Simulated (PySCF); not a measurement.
Geometries of 2 isomers of [C3H3]+ (charge +1), from PySCF, PBE0-D3(BJ)/def2-SVP geometry optimisation, gas phase. One conformer each, no zero-point energy, no frequencies.

Question: Which is lower in electronic energy at this level?
A.
```xyz
6
angstrom
C     -0.545   -0.567    0.000
C     -0.217    0.757   -0.018
C      0.765   -0.188   -0.003
H     -1.304   -1.355    0.009
H     -0.520    1.808   -0.034
H      1.827   -0.452    0.003
```
B.
```xyz
6
angstrom
C      1.432    0.177    0.432
C      0.258    0.029    0.076
C     -1.022   -0.134   -0.315
H      2.465    0.302    0.745
H     -1.396   -1.126   -0.612
H     -1.714    0.723   -0.344
```

Answer: A. That is `c1c[cH+]1`, 34.8 kcal/mol below the other.

```csv
SMILES,atoms numbered as above,E (Eh),relative (kcal/mol),relative (kJ/mol),dipole about centre of mass (D)
c1c[cH+]1,[cH:1]1[cH:2][cH+:3]1,-115.50576,0.0,0.0,0.00
C#C[CH2+],[CH:1]#[C:2][CH2+:3],-115.45036,34.8,145.5,0.56
```

As drawn, the lower has a three-membered ring, which the higher lacks.
